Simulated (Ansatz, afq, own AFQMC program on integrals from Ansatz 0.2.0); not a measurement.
# BH4, doublet in cc-pVTZ, levels against CCSDT(Q)

```xyz
5

B    -0.1596    0.0000    0.0000
H    -0.7563    1.0336    0.0000
H    -0.7563   -1.0336    0.0000
H     1.1574    0.0000    0.0000
H     2.0664    0.0000    0.0000
```

Basis cc-pVTZ. Only valence electrons are correlated. AFQMC by an in-house program on the Cholesky factors that Ansatz 0.2.0 writes for its CCSD(T) run. The CISD trial takes its coefficients from CCSD amplitudes. Released means that phaseless walkers are propagated on without the constraint, phases kept. Error bars are statistical, one sigma.

Determinant: UHF, the one that the program's search chose, which needn't be the lowest solution. The geometry is a point of a scan.

No full CI on the walks' own integrals is used here; CCSDT(Q) serves as the reference and is uncertain by about the last step of the cluster series.

- T1 diagnostic: 0.0121
- weight of the determinant in the CISD state: 0.930
- ⟨S²⟩ of the determinant: 0.770
- size of the correlated space: 7 electrons in 85 orbitals

Reference: CCSDT(Q), correlation energy -4.186 eV. The released energy is read at 2.40 1/Eh (meV from the phaseless value at times in 1/Eh: -3.9 ± 2.1 at 0.24, -6.6 ± 1.7 at 0.51, -5.6 ± 1.1 at 0.99, -7.5 ± 1.6 at 1.62, -5.7 ± 2.2 at 2.40).

| level | E − E(reference) (kcal/mol) | share of correlation (%) |
| --- | --- | --- |
| HF | 96.52 | 0.00 |
| MP2 | 18.63 | 80.69 |
| CCSD | 2.43 | 97.48 |
| CCSD(T) | 0.42 | 99.57 |
| CCSDT | 0.04 | 99.95 |
| ph-AFQMC/CISD | 0.13 ± 0.05 | 99.86 |
| released AFQMC | 0.00 ± 0.05 | 100.00 |

A walk keeps the symmetry of its determinant, which the program's search chose and which needn't be the lowest solution, so a lower state of the same spin and another symmetry isn't excluded. Released energies are given only where the last usable release times agree within the noise; a slower fall can still hide under it.
